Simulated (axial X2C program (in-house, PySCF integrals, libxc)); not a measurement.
# Working with the constants of SiO

A bond curve at the PBE0 level, two-component, was computed with an in-house all-electron X2C program for linear molecules (integrals from PySCF) (basis Si dyall-v3z [8s7p2d1f], O dyall-av3z [7s6p3d2f] (cores contracted in-house)) for the state Ω = 0 (closed shell). Its fit gives Re = 1.5164 Å, ωe = 1261.4 cm⁻¹, ωexe = 5.24 cm⁻¹ and αe = 4.549e-03 cm⁻¹; the masses are 27.9769 and 15.9949 u. Two-component means X2C with spin–orbit coupling and atomic mean-field Coulomb and Gaunt terms.

(1) Find the reduced mass, Be and the force constant.

(2) Give B0, the J = 1←0 line in GHz and the most populated J at 300 K (kT = 208.5 cm⁻¹).

(3) A Morse curve ties αe to the other constants (Pekeris). How well does that hold?

(4) Where do the fundamental and the first overtone lie?

(5) Estimate the centrifugal constant by the Kratzer relation.

The state is one determinant whose occupation by symmetry is held fixed; it was picked as the lowest of a PBE0 search that is not exhaustive.

## Answers

(1) From the PBE0 values: μ = 10.1767 u. Be = 16.8576/(μ Re²) = 0.7204 cm⁻¹. k = 5.8918×10⁻⁷ μ ωe² = 9.54 mdyn/Å.

(2) B0 = Be − αe/2 = 0.7181 cm⁻¹; 2B0 = 43.06 GHz; J(max) ≈ √(kT/2B0) − 1/2 = 11.5, so J = 12.

(3) αe(Morse) = 6Be²/ωe × (√(ωexe/Be) − 1) = 4.189e-03 cm⁻¹; the PBE0 curve gives 4.549e-03 cm⁻¹, a ratio of 0.92.

(4) ν(1←0) = ωe − 2ωexe = 1250.9 cm⁻¹; ν(2←0) = 2ωe − 6ωexe = 2491.4 cm⁻¹.

(5) D = 4Be³/ωe² = 9.40e-07 cm⁻¹.
